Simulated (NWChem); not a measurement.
# singlet C2H3O+ at 6 levels

Aim: a comparison of 6 runs (B2PLYP/def2-TZVP, B3LYP/def2-TZVP, BHLYP/def2-TZVP, M06-L/def2-TZVP, TPSS/def2-TZVP, r2SCAN/def2-TZVP) of singlet C2H3O+. 

The calculation is run with NWChem 7.3.0.

### 1 The system as given

C2H3O+ has 6 atoms, charge +1, and is taken as a singlet. As SMILES of the parent species, `C[C]=O`. The coordinates come from a PBE0-D4/def2-TZVP relaxation. That shape belongs to the parent species and isn't relaxed for this state.

Bond lengths: C1–C2 1.497 Å, C2–O3 1.175 Å, C1–H4 1.091 Å, C1–H5 1.094 Å, C1–H6 1.092 Å. Angles: C1–C2–O3 129.3°, C2–C1–H4 108.7°, C2–C1–H5 111.4°, C2–C1–H6 108.4°, H4–C1–H5 110.6°, H4–C1–H6 107.1°, H5–C1–H6 110.5°.

### 2 A single-point energy at B2PLYP/def2-TZVP (run 1)

File struct.nw:

```
start struct
memory 2200 mb
charge 1

geometry units angstrom noautosym nocenter noautoz
  C     -0.150600     0.360900    -0.246200
  C     -0.095300    -0.937800     0.496900
  O      0.811800    -1.439800     1.050900
  H     -0.929700     0.983800     0.196900
  H      0.814100     0.875700    -0.222400
  H     -0.450200     0.157100    -1.276100
end

basis spherical bse
  * library def2-TZVP
end

dft
  xc hfexch 0.53 becke88 0.47 lyp 0.73 mp2 0.27
  dftmp2 semidirect
  mult 1
  grid fine
  convergence energy 1e-08
  maxiter 100
  mulliken
  print medium
end

mp2
  freeze core 3
end

task dft energy
```

Launch:

```console
$ nwchem struct.nw > struct.out
```

The log of the run:

```text
[...]
          Wavefunction type:  closed shell.
          No. of atoms     :     6
          No. of electrons :    22
[...]
          Charge           :     1
          Spin multiplicity:     1
[...]
          AO basis - number of functions:   111
[...]
              XC Information
              --------------
                     Hartree-Fock (Exact) Exchange  0.530
                    Becke 1988 Exchange Functional  0.470
              Lee-Yang-Parr Correlation Functional  0.730
[...]
 d= 0,ls=0.0,diis     1   -152.4251396521 -2.16D+02  1.09D-02  2.09D+00     2.4
[...]
 d= 0,ls=0.0,diis    12   -152.6341581816 -3.92D-10  1.33D-07  2.99D-10    22.2
         Total DFT energy =     -152.634158181633
      One electron energy =     -325.115335052459
           Coulomb energy =      129.040149298101
    Exchange-Corr. energy =      -19.814799710536
 Nuclear repulsion energy =       63.255827283261
[...]
      Total Density - Mulliken Population Analysis
     ---------------------------------------------
    Atom       Charge   Shell Charges
 -----------   ------   -------------------------------------------------------
    1 C    6     6.26   0.85  1.12  0.51  0.69  0.09  1.30  1.32  0.33  0.02  0.03  0.00
    2 C    6     5.53   0.86  1.11  0.60  0.64  0.08  1.09  0.90  0.08  0.04  0.10  0.02
    3 O    8     7.92   0.79  1.18  0.64  0.94  0.30  1.80  1.73  0.51  0.01  0.03  0.00
    4 H    1     0.77   0.26  0.44  0.05  0.02
    5 H    1     0.75   0.26  0.44  0.04  0.02
    6 H    1     0.77   0.26  0.44  0.05  0.02
[...]
  Basis functions       =    111
[...]
```

Wall time 26 s (1 thread of Intel Xeon Platinum 8488C (Sapphire Rapids), shared host); peak memory 0.29 GiB.

### 3 The energy at B3LYP/def2-TZVP (run 2)

File nw.nw:

```
start nw
title "C2H3O"
memory stack 880 mb heap 220 mb global 1100 mb
charge 1

geometry noautosym nocenter noautoz
   C       -0.150600       0.360900      -0.246200
   C       -0.095300      -0.937800       0.496900
   O        0.811800      -1.439800       1.050900
   H       -0.929700       0.983800       0.196900
   H        0.814100       0.875700      -0.222400
   H       -0.450200       0.157100      -1.276100
end

basis spherical bse
   C library def2-TZVP
   O library def2-TZVP
   H library def2-TZVP
end

dft
   xc b3lyp
   grid fine
   convergence energy 1e-08
   iterations 100
   mulliken
end

task dft
```

Launch:

```console
$ nwchem nw.nw > nw.out
```

The log of the run:

```text
[...]
          Wavefunction type:  closed shell.
          No. of atoms     :     6
          No. of electrons :    22
[...]
          Charge           :     1
          Spin multiplicity:     1
[...]
          AO basis - number of functions:   111
[...]
              XC Information
              --------------
                         B3LYP Method XC Potential
                     Hartree-Fock (Exact) Exchange  0.200
                        Slater Exchange Functional  0.800 local
                    Becke 1988 Exchange Functional  0.720 non-local
              Lee-Yang-Parr Correlation Functional  0.810
                  VWN I RPA Correlation Functional  0.190 local
[...]
 d= 0,ls=0.0,diis     1   -152.7108211742 -2.16D+02  1.45D-02  2.24D+00     3.0
[...]
 d= 0,ls=0.0,diis    11   -152.9335690429 -3.80D-10  1.52D-07  9.09D-10    21.8
         Total DFT energy =     -152.933569042928
      One electron energy =     -325.275807616461
           Coulomb energy =      129.199475506017
    Exchange-Corr. energy =      -20.113064215745
 Nuclear repulsion energy =       63.255827283261
[...]
      Total Density - Mulliken Population Analysis
     ---------------------------------------------
    Atom       Charge   Shell Charges
 -----------   ------   -------------------------------------------------------
    1 C    6     6.27   0.85  1.12  0.53  0.68  0.12  1.34  1.25  0.34  0.01  0.02  0.00
    2 C    6     5.57   0.86  1.11  0.61  0.64  0.09  1.14  0.89  0.09  0.03  0.09  0.02
    3 O    8     7.87   0.79  1.18  0.65  0.93  0.31  1.83  1.66  0.50  0.00  0.03  0.00
    4 H    1     0.77   0.26  0.44  0.04  0.02
    5 H    1     0.75   0.26  0.44  0.04  0.02
    6 H    1     0.77   0.26  0.44  0.04  0.02
[...]
```

Wall time 23 s (1 thread of Intel Xeon Platinum 8488C (Sapphire Rapids), shared host); peak memory 0.11 GiB.

Runs 3 to 5 aren't shown in full; the table further down has their settings and results.

### 4 The energy at r2SCAN/def2-TZVP (run 6)

File c2h3o.nw:

```
START c2h3o
TITLE "C2H3O r2SCAN"
memory stack 880 mb heap 220 mb global 1100 mb
charge 1
GEOMETRY units angstrom noautosym nocenter noautoz
 C       -0.150600       0.360900      -0.246200
 C       -0.095300      -0.937800       0.496900
 O        0.811800      -1.439800       1.050900
 H       -0.929700       0.983800       0.196900
 H        0.814100       0.875700      -0.222400
 H       -0.450200       0.157100      -1.276100
END
BASIS spherical bse
 * library def2-TZVP
END
DFT
 xc r2scan
 grid fine
 convergence energy 1e-08
 iterations 100
 mulliken
END
TASK dft energy
```

Launch:

```console
$ nwchem c2h3o.nw > c2h3o.out
```

The log of the run:

```text
[...]
          Wavefunction type:  closed shell.
          No. of atoms     :     6
          No. of electrons :    22
[...]
          Charge           :     1
          Spin multiplicity:     1
[...]
          AO basis - number of functions:   111
[...]
              XC Information
              --------------
                      r^2SCAN Method XC Functional
               r^2SCAN metaGGA Exchange Functional  1.000
                     r^2SCAN Correlation Potential  1.000
[...]
 d= 0,ls=0.0,diis     1   -152.6257451334 -2.16D+02  1.58D-02  2.20D+00     2.4
[...]
 d= 0,ls=0.0,diis    11   -152.8469032431 -3.57D-09  1.81D-07  1.66D-09    23.5
         Total DFT energy =     -152.846903243142
      One electron energy =     -325.280311492981
           Coulomb energy =      129.205114137824
    Exchange-Corr. energy =      -20.027533171246
 Nuclear repulsion energy =       63.255827283261
[...]
      Total Density - Mulliken Population Analysis
     ---------------------------------------------
    Atom       Charge   Shell Charges
 -----------   ------   -------------------------------------------------------
    1 C    6     6.25   0.86  1.12  0.52  0.72  0.05  1.31  1.33  0.31  0.01  0.02  0.00
    2 C    6     5.57   0.86  1.11  0.60  0.66  0.07  1.12  0.93  0.08  0.03  0.09  0.02
    3 O    8     7.89   0.80  1.17  0.65  0.94  0.31  1.80  1.71  0.46  0.00  0.03  0.00
    4 H    1     0.77   0.26  0.44  0.05  0.02
    5 H    1     0.76   0.25  0.44  0.04  0.02
    6 H    1     0.77   0.26  0.44  0.05  0.02
[...]
```

Run time: 24 s. Hardware: 1 thread of Intel Xeon Platinum 8488C (Sapphire Rapids), shared host; peak memory 0.11 GiB.

### 5 All runs side by side

```tsv
run	level	frozen core orbitals	energy (Eh)	HOMO energy (eV)	LUMO energy (eV)	HOMO–LUMO gap (eV)	wall time
1	B2PLYP/def2-TZVP	3	-152.817637	-20.09	-9.72	10.37	26 s
2	B3LYP/def2-TZVP	–	-152.933569	-18.42	-11.60	6.82	23 s
3	BHLYP/def2-TZVP	–	-152.836935	-20.14	-10.10	10.04	25 s
4	M06-L/def2-TZVP	–	-152.917131	-17.32	-12.10	5.22	27 s
5	TPSS/def2-TZVP	–	-152.961920	-17.27	-12.26	5.01	32 s
6	r2SCAN/def2-TZVP	–	-152.846903	-17.46	-12.27	5.19	24 s
```

### 6 What came out

```
            quantity          value
 run 6: total energy  -152.84690 Eh
  run 6: HOMO energy      -17.46 eV
  run 6: LUMO energy      -12.27 eV
run 6: HOMO–LUMO gap        5.19 eV
```

What this shows: The HOMO–LUMO gap runs from 5.01 eV (TPSS/def2-TZVP) to 10.37 eV (B2PLYP/def2-TZVP). A double hybrid's value is that of its SCF part. Totals of different functionals can't be ranked against each other. All runs together took 2.6 min, the longest 32 s.
